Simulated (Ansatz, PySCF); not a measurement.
System: C2H4O2, charge 0, singlet. C2H4O2 (methyl formate, SMILES COC=O).
B3LYP-D3(BJ)/def2-TZVP minimum from Ansatz (an electronic-structure program):
```xyz
8

C     -0.9314    -0.0909     0.0015
O     -0.7248    -1.2718    -0.0191
O      0.0010     0.8677     0.0146
H     -1.9259     0.3745     0.0125
C      1.3667     0.4114     0.0025
H      1.9749     1.3108     0.0157
H      1.5676    -0.2028     0.8792
H      1.5619    -0.1729    -0.8956
```
Charge 0, spin multiplicity 1.

Total energies in hartree (Ansatz). UHF or UKS for unpaired electrons; spin-orbit terms are left out. Cores are frozen in correlated methods. No relativity. Where a partner has so few electrons that a lower coupled-cluster level is exact, that level stands in.

| species | HF/cc-pVTZ | CCSD(T)/cc-pVTZ | HF/cc-pVQZ | CCSD(T)/cc-pVQZ | CCSD(T)/cc-pVDZ | CCSDT(Q)/cc-pVDZ |
|---|---|---|---|---|---|---|
| 1: C2H4O2 (methyl formate, SMILES COC=O) | -227.87667 | -228.72616 | -227.89377 | -228.79724 | -228.49069 | -228.49325 |
| 2: C (triplet) | -37.69157 | -37.78076 | -37.69331 | -37.78654 | -37.76038 | -37.76071 |
| 3: O (triplet) | -74.81176 | -74.97396 | -74.81729 | -74.99357 | -74.90995 | -74.91013 |
| 4: H (doublet) | -0.49981 | -0.49981 | -0.49995 | -0.49995 | -0.49928 | -0.49928 |

Question: Work out the enthalpy of formation at 298 K (by atomisation, with ideal-gas terms from PySCF's Hessian at B3LYP-D3(BJ)/def2-TZVP and the atoms' measured values of the G2/97 table; no spin-orbit terms) in kJ/mol: take Hartree-Fock from cc-pVQZ, extrapolate the CCSD(T) correlation energy as X^-3 (X = 3, 4), and add CCSDT(Q) - CCSD(T) in cc-pVDZ. The further terms named in the bracket sum to +1.11565 hartree. 1 hartree = 2625.5 kJ/mol.

Answer: 
Species 1: correlation (64·(-0.90347) - 27·(-0.84949))/37 = -0.94286; step -0.00256; E1 = -227.89377 + (-0.94286) + (-0.00256) = -228.83919
Species 2: correlation (64·(-0.09323) - 27·(-0.08919))/37 = -0.09618; step -0.00033; E2 = -37.69331 + (-0.09618) + (-0.00033) = -37.78982
Species 3: correlation (64·(-0.17628) - 27·(-0.16220))/37 = -0.18655; step -0.00018; E3 = -74.81729 + (-0.18655) + (-0.00018) = -75.00402
Species 4: correlation (64·(0.00000) - 27·(0.00000))/37 = 0.00000; step +0.00000; E4 = -0.49995 + (0.00000) + (+0.00000) = -0.49995
+1·E1 -2·E2 -2·E3 -4·E4 +1.11565 = -0.13606 hartree = -357.2 kJ/mol. Measured: -85.5 kcal/mol, -357.8 kJ/mol (Active Thermochemical Tables 1.112 (ions: stationary electron), as tabulated in the package chemicals); atomic spin-orbit terms, which the calculations lack, would raise the computed values. The composite differs from it by +0.6 kJ/mol; core, relativistic and spin-orbit terms are not in it.
